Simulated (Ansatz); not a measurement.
For rock-salt TiC, rVV10 (Ansatz, a program for electronic structure, plane waves, PAW) gives:

* **lattice constant a**: 4.356 Å
* **bulk modulus**: 243 GPa

Task: What does Hartree–Fock (Ansatz, plane waves, PAW) give for the same quantities?

Result: 
- lattice constant a: 4.373 Å (grows by 0.4 %)
- bulk modulus: 286 GPa (increases by 18 %)

For comparison: lattice constant a 4.33 Å (measured, temperature not stated, not corrected to a static lattice; as tabulated in Zhang et al. (2018), doi:10.1088/1367-2630/aac7f0); bulk modulus 240 GPa (measured, temperature not stated, no zero-point or thermal correction, our sources range from 235 to 268; as tabulated in Krasnenko and Brik (2013), arXiv:1306.3139).

Changes are worked out from the printed values.

Unless a cell is named, each level is at its own relaxed cell (rVV10 10.33, Hartree–Fock 10.45 Å³/atom).

Ansatz's density-functional and Hartree–Fock values are scalar-relativistic unless marked +SOC, with PAW data made under PBE.
